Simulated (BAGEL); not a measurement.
**[AlH3]− (SMILES [AlH3-]) at ROHF/aug-cc-pVTZ (density fitting with qzvpp-jkfit)**

Aim: the energy change on altering one bond length of [AlH3]− at ROHF/aug-cc-pVTZ (density fitting with qzvpp-jkfit), from 2 runs. 

The calculation is run with BAGEL 1.2.2.

3 further runs of the same task are left out: 3 that didn't finish. Runs told in other sessions of the task aren't counted.

**1. The system as given**

The species is [AlH3]− (4 atoms), meant as a doublet with charge -1. As SMILES, `[AlH3-]`. The shape comes from GFN2-xTB, which is rough for such elements, and wasn't checked as a minimum.

Bond lengths: Al1–H2 1.684 Å, Al1–H3 1.685 Å, Al1–H4 1.685 Å. Angles: H2–Al1–H3 101.1°, H2–Al1–H4 101.1°, H3–Al1–H4 101.1°.

**2. A single-point energy at ROHF/aug-cc-pVTZ (density fitting with qzvpp-jkfit)**

Contents of hf.json:

```json
{ "bagel" : [

{
  "title" : "molecule",
  "basis" : "aug-cc-pvtz.json",
  "df_basis" : "qzvpp-jkfit",
  "angstrom" : "true",
  "geometry" : [
    { "atom" : "Al", "xyz" : [      -0.161060,       0.455350,      -0.307260 ] },
    { "atom" : "H", "xyz" : [       0.471920,       0.754070,       1.224440 ] },
    { "atom" : "H", "xyz" : [      -1.350110,      -0.683860,       0.050500 ] },
    { "atom" : "H", "xyz" : [       1.039250,      -0.525560,      -0.967690 ] }
  ]
},

{ "title" : "rohf", "charge" : -1, "nopen" : 1 },

{ "title" : "print", "file" : "orbitals.molden", "orbitals" : "true" }

]}
```

The basis set aug-cc-pVTZ is read from a file made from the Basis Set Exchange's data (not shown).

Launch:

```bash
$ BAGEL_NUM_THREADS=1 BAGEL hf.json > hf.out
```

What it wrote:

```text
* using 1 threads per process

  ===============================================================
  ===============================================================

  *** Geometry ***

  { "atom" : "Al", "xyz" : [     -0.304359,      0.860487,     -0.580637 ] },
  { "atom" : "H", "xyz" : [      0.891800,      1.424986,      2.313856 ] },
  { "atom" : "H", "xyz" : [     -2.551338,     -1.292308,      0.095431 ] },
  { "atom" : "H", "xyz" : [      1.963898,     -0.993164,     -1.828669 ] },

  Number of auxiliary basis functions:      182

  Since a DF basis is specified, we compute 2- and 3-index integrals:
    o Being stored without compression. Storage requirement is 0.021 GB

  Number of basis functions:      119
  Number of electrons      :       16

    * METHOD: MOLECULE                             0.05

  *** Open-shell HF ***

  === Nuclear Repulsion ===
    12.8604091249

      * DIIS with orbital gradients will be used.

  === ROHF iteration (aug-cc-pvtz.json) ===
      0       -243.51759966          0.02866898           0.02
      1       -243.62156632          0.00564382           0.03
      2       -243.62932420          0.00243846           0.02
      3       -243.63176394          0.00077782           0.02
      4       -243.63213261          0.00018459           0.02
      5       -243.63218911          0.00003231           0.02
      6       -243.63219771          0.00001164           0.02
      7       -243.63219833          0.00000391           0.03
      8       -243.63219816          0.00000187           0.02
      9       -243.63219813          0.00000032           0.02
     10       -243.63219790          0.00000013           0.02
     11       -243.63219787          0.00000005           0.02
     12       -243.63219787          0.00000001           0.03
    * SCF iteration converged.

    * S^2 (ROHF) is 0.7500

    * Permanent dipole moment:
           (    0.064674,    -0.184882,     0.123484) a.u.

    * METHOD: ROHF                                 0.37

    * METHOD: PRINT                                0.01

  ===============================================================
```

Run time: 0.7 s. Hardware: 1 thread of Intel Xeon 6975P-C (Granite Rapids), shared host; peak memory 0.081 GiB.

**3. The distorted shape at the same level**

Contents of input.json:

```json
{ "bagel": [

{
  "title": "molecule",
  "basis": "aug-cc-pvtz.json",
  "df_basis": "qzvpp-jkfit",
  "angstrom": "true",
  "geometry": [
    { "atom": "Al", "xyz": [    0.195685,    0.797142,   -0.414597 ] },
    { "atom": "H", "xyz": [    0.828665,    1.095862,    1.117103 ] },
    { "atom": "H", "xyz": [   -1.350110,   -0.683860,    0.050500 ] },
    { "atom": "H", "xyz": [    1.395995,   -0.183768,   -1.075027 ] }
  ]
},
{ "title": "rohf", "charge": -1, "nopen": 1 },
{ "title": "print", "file": "orbitals.molden", "orbitals": "true" }

]}
```

The basis set aug-cc-pVTZ is read from a file made from the Basis Set Exchange's data (not shown).

Launch:

```bash
$ BAGEL_NUM_THREADS=1 BAGEL input.json > input.out
```

What it wrote:

```text
* using 1 threads per process

  ===============================================================
  ===============================================================

  *** Geometry ***

  { "atom" : "Al", "xyz" : [      0.369791,      1.506380,     -0.783475 ] },
  { "atom" : "H", "xyz" : [      1.565950,      2.070879,      2.111019 ] },
  { "atom" : "H", "xyz" : [     -2.551338,     -1.292308,      0.095431 ] },
  { "atom" : "H", "xyz" : [      2.638048,     -0.347271,     -2.031507 ] },

  Number of auxiliary basis functions:      182

  Since a DF basis is specified, we compute 2- and 3-index integrals:
    o Being stored without compression. Storage requirement is 0.021 GB

  Number of basis functions:      119
  Number of electrons      :       16

    * METHOD: MOLECULE                             0.05

  *** Open-shell HF ***

  === Nuclear Repulsion ===
    11.8631578176

      * DIIS with orbital gradients will be used.

  === ROHF iteration (aug-cc-pvtz.json) ===
      0       -243.50717500          0.02388702           0.03
      1       -243.59460793          0.00516981           0.03
      2       -243.60259231          0.00237619           0.03
      3       -243.60530016          0.00072765           0.03
      4       -243.60570138          0.00019479           0.03
      5       -243.60576664          0.00003368           0.03
      6       -243.60577992          0.00001410           0.03
      7       -243.60578113          0.00000593           0.03
      8       -243.60578124          0.00000215           0.03
      9       -243.60578128          0.00000055           0.03
     10       -243.60578124          0.00000015           0.03
     11       -243.60578121          0.00000005           0.03
     12       -243.60578120          0.00000002           0.03
     13       -243.60578120          0.00000001           0.03
    * SCF iteration converged.

    * S^2 (ROHF) is 0.7500

    * Permanent dipole moment:
           (   -0.611728,    -0.869231,     0.348186) a.u.

    * METHOD: ROHF                                 0.42

    * METHOD: PRINT                                0.01

  ===============================================================
```

It took 0.78 s on 1 thread of Intel Xeon 6975P-C (Granite Rapids), shared host; peak memory 0.14 GiB.

**4. Results**

At ROHF/aug-cc-pVTZ (density fitting with qzvpp-jkfit):

| quantity | value |
| --- | --- |
| first shape: total energy | -243.63220 Eh |
| first shape: ⟨S²⟩ | 0.750 |
| distorted shape: total energy | -243.60578 Eh |
| distorted shape: ⟨S²⟩ | 0.750 |
| energy change with the Al1–H3 bond stretched from 1.685 to 2.191 Å | 0.719 eV |

With the Al1–H3 bond stretched from 1.685 to 2.191 Å the energy rises by 0.72 eV (16.6 kcal/mol). The first shape isn't relaxed at this level, so the change isn't measured from a minimum.
